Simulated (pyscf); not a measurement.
# Routes from H₃Si–CH₂–SnH₃ + H atom (H•)

Candidate steps break at most two bonds and form at most two. Each was searched with GFN2-xTB (tblite) first. PySCF, gas phase, ωB97X-D3(BJ)/def2-SVP geometries. Energies: ωB97M-D3(BJ)/def2-TZVP, eV, from the separated reactants, doublet surface; ΔG‡ with ideal gas, 1 atm, RRHO with modes under 100 cm⁻¹ raised to 100, one conformer, R ln 2 for chiral ones without a mode under 150 cm⁻¹.

```
products                       type   ΔE‡     ΔE  ΔG‡ 298 K  ΔG‡ 900 K  ν‡ (cm⁻¹)
----------------  -----------------  ----  -----  ---------  ---------  ---------
H₃C–SiH₃ + SnH₃•  substitution at C  0.55  -1.68       0.89       1.55      1094i
SiH₃• + H₃C–SnH₃  substitution at C  1.13  -0.70       1.45       2.10      1398i
```

Abstraction by the radical was not located in this set and often lies lower. Plain bond fissions and candidates not yet searched are not listed, and one of them may be faster. Each barrier is that of the saddle found; lower ones may exist. Elements past Kr carry the def2 core potentials, without spin-orbit coupling.
